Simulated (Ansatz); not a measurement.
# BNH2 (singlet): from Hartree-Fock to the top rungs, cc-pVTZ

The task here is to estimate one member of a computed series from the others.

The runs use Ansatz 0.2.0, Gaussian basis; cc-pVTZ, core rule «outside noble gas», up to 2 orbitals frozen.

Plan: UHF; CCSD(T) on RHF; BCCD(T) on RHF; CCSDT(Q) on RHF; CASSCF and MRCISD+Q, 10 electrons in 10 orbitals; CASSCF and NEVPT2, 10 electrons in 10 orbitals.

3 further runs of the same task are left out: 3 set aside as unsound or not needed. Runs told in other sessions of the task aren't counted.

## The system

The geometry is a PBE0/def2-TZVP stationary point (not a proven minimum).

4 atoms, charge 0, spin multiplicity 1.

Atoms are counted from 1 here; the program's logs count them from 0.

Bond lengths: B1–N2 1.233 Å, B1–H3 1.172 Å, N2–H4 0.991 Å. Angles: N2–B1–H3 180.0°, B1–N2–H4 180.0°.

Set-up of the first run:

Input file in.yaml:

```yaml
crystal:
  periodic: [false, false, false]
  atoms:
    - {symbol: B, position_ang: [0.000000, 0.000000, 0.571255]}
    - {symbol: N, position_ang: [0.000000, 0.000000, -0.661337]}
    - {symbol: H, position_ang: [0.000000, 0.000000, 1.742910]}
    - {symbol: H, position_ang: [0.000000, 0.000000, -1.652828]}
basis:
  gaussian: {orbitals: cc-pVTZ}
magnetization: {spin_polarized: true, initial_magnetization: 0}
hamiltonian: {xc: hf}
output: {orbitals: {seedname: orbitals}}
```

The run is started by

```console
$ ansatz run in.yaml --threads 1 --pin off --events-out ev --progress --plain --max-ram 2816MiB --backend cpu
```

Among the steps run: UHF; CCSD(T) on RHF; BCCD(T) on RHF; CCSDT(Q) on RHF; CASSCF and MRCISD+Q, 10 electrons in 10 orbitals; CASSCF and NEVPT2, 10 electrons in 10 orbitals.

One table of the session follows, with a row left open; its other results are not shown here.

| method | from RCCSDT(Q) (kcal/mol) |
| --- | --- |
| RHF | +207.64 |
| RMP2 | +16.67 |
| RCCSD | +9.76 |
| RCCSD(T) | +0.73 |
| BCCD(T) | +0.73 |
| RCCSDT | +0.57 |
| RCCSDT(Q) | 0 |
| CASSCF valence | +118.02 |
| NEVPT2 valence | ? |
| MRCISD valence | +7.33 |
| MRCISD+Q valence | +1.58 |

**Question.** Estimate the row for NEVPT2 valence.

The run gave: from RCCSDT(Q) (kcal/mol): +25.21. In the column «from RCCSDT(Q) (kcal/mol)» it lies between RMP2 (+16.67) and CASSCF valence (+118.02).

With the free atoms at the same levels and basis (separate runs), the atomisation energy is 14.798 eV at RCCSDT(Q), 14.788 eV at RCCSD(T), 10.715 eV at RHF.
